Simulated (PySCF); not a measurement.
Compound: vinylsilane, C₂H₆Si.
Bonds: C1–C2 (double), C2–Si3. Hydrogens: H4, H5 on C1; H6 on C2; H7, H8, H9 on Si3.

The same species was optimised twice, with GFN2-xTB and with PBE0-D3(BJ)/def2-SVP (PySCF), and the same property calculations (PySCF, gas phase) were run on both structures.

```
   coordinate  GFN2-xTB  PBE0-D3(BJ)/def2-SVP  change
   Si3–H8 (Å)     1.463                 1.495  +0.032
   Si3–H9 (Å)     1.466                 1.496  +0.030
   Si3–H7 (Å)     1.466                 1.496  +0.030
    C1–H4 (Å)     1.078                 1.096  +0.018
    C1–H5 (Å)     1.080                 1.096  +0.016
    C1=C2 (Å)     1.323                 1.338  +0.015
    C2–H6 (Å)     1.085                 1.098  +0.013
   C2–Si3 (Å)     1.881                 1.869  -0.012
C2–Si3–H9 (°)     108.9                 111.0    +2.1
C2–Si3–H7 (°)     108.9                 110.9    +2.0
H7–Si3–H9 (°)     109.3                 107.4    -1.9
C1–C2–Si3 (°)     125.2                 123.4    -1.8
Si3–C2–H6 (°)     116.8                 118.5    +1.7
H8–Si3–H9 (°)     109.9                 109.0    -0.9
 C2–C1–H5 (°)     122.8                 122.0    -0.8
H7–Si3–H8 (°)     110.0                 109.3    -0.7
```

Rotational constants: A = 35408, B = 5163, C = 4750 MHz (GFN2-xTB) against A = 34071, B = 5212, C = 4771 MHz (PBE0-D3(BJ)/def2-SVP).

On the GFN2-xTB structure: lowest singlet, TDDFT (eV) 6.90 [wB97X-D/def2-SVPD]; lowest triplet, Tamm–Dancoff (eV) 4.49 [wB97X-D/def2-SVPD]; isotropic polarisability (au) 53.1 [wB97X-D/def2-SVPD]; HOMO (eV) -9.85 [wB97X-D/def2-SVPD]; LUMO (eV) 1.48 [wB97X-D/def2-SVPD]; dipole (D) 0.53 [wB97X-D/def2-SVPD]; HOMO (eV) -7.99 [PBE0/pcSseg-1]; LUMO (eV) -0.26 [PBE0/pcSseg-1]; dipole (D) 0.51 [PBE0/pcSseg-1]; GIAO shielding of C1 (ppm) 42.8 [PBE0/pcSseg-1]; GIAO shielding of C2 (ppm) 48.9 [PBE0/pcSseg-1]; GIAO shielding of Si3 (ppm) 421.2 [PBE0/pcSseg-1]; C1s of C1 (eV) 290.48 [delta-SCF UKS SCAN, pcX-2 on the ionised atom, pcseg-1 elsewhere, spin-free X2C]; C1s of C2 (eV) 290.19 [delta-SCF UKS SCAN, pcX-2 on the ionised atom, pcseg-1 elsewhere, spin-free X2C]; Si1s of Si3 (eV) 1846.39 [delta-SCF UKS SCAN, pcX-2 on the ionised atom, pcseg-1 elsewhere, spin-free X2C]; Si2p of Si3 (eV) 106.88 [delta-SCF UKS SCAN, pcX-2 on the ionised atom, pcseg-1 elsewhere, spin-free X2C].

**Question.** What do these properties become on the PBE0-D3(BJ)/def2-SVP structure?

**Answer.** 
```
                                    property                                                                            level  on GFN2-xTB  on PBE0-D3(BJ)/def2-SVP  change
                  lowest singlet, TDDFT (eV)                                                                wB97X-D/def2-SVPD         6.90                     6.85   -0.05
           lowest triplet, Tamm–Dancoff (eV)                                                                wB97X-D/def2-SVPD         4.49                     4.34   -0.15
               isotropic polarisability (au)                                                                wB97X-D/def2-SVPD         53.1                     54.4    +1.3
                                   HOMO (eV)                                                                wB97X-D/def2-SVPD        -9.85                    -9.85    0.00
                                   LUMO (eV)                                                                wB97X-D/def2-SVPD         1.48                     1.30   -0.18
                                  dipole (D)                                                                wB97X-D/def2-SVPD         0.53                     0.73   +0.20
energy, GFN2-xTB geometry as zero (kcal/mol)                                                                wB97X-D/def2-SVPD          0.0                     -0.9    -0.9
                                   HOMO (eV)                                                                    PBE0/pcSseg-1        -7.99                    -7.99    0.00
                                   LUMO (eV)                                                                    PBE0/pcSseg-1        -0.26                    -0.45   -0.19
                                  dipole (D)                                                                    PBE0/pcSseg-1         0.51                     0.72   +0.21
energy, GFN2-xTB geometry as zero (kcal/mol)                                                                    PBE0/pcSseg-1          0.0                     -0.7    -0.7
                  GIAO shielding of C1 (ppm)                                                                    PBE0/pcSseg-1         42.8                     37.4    -5.4
                  GIAO shielding of C2 (ppm)                                                                    PBE0/pcSseg-1         48.9                     46.9    -2.0
                 GIAO shielding of Si3 (ppm)                                                                    PBE0/pcSseg-1        421.2                    418.0    -3.2
                              C1s of C1 (eV)  delta-SCF UKS SCAN, pcX-2 on the ionised atom, pcseg-1 elsewhere, spin-free X2C       290.48                   290.63   +0.15
                              C1s of C2 (eV)  delta-SCF UKS SCAN, pcX-2 on the ionised atom, pcseg-1 elsewhere, spin-free X2C       290.19                   290.32   +0.13
                            Si1s of Si3 (eV)  delta-SCF UKS SCAN, pcX-2 on the ionised atom, pcseg-1 elsewhere, spin-free X2C      1846.39                  1846.50   +0.11
                            Si2p of Si3 (eV)  delta-SCF UKS SCAN, pcX-2 on the ionised atom, pcseg-1 elsewhere, spin-free X2C       106.88                   106.96   +0.08
```

The heavy atoms differ by 0.015 Å rms after alignment. Among all bonds Si3–H8 changes most (+0.032 Å). Changes are differences of the printed values. Neither structure is proved a minimum here.

wB97X-D is run here without its empirical dispersion term; that term would change no orbital, density or response property at a fixed geometry.
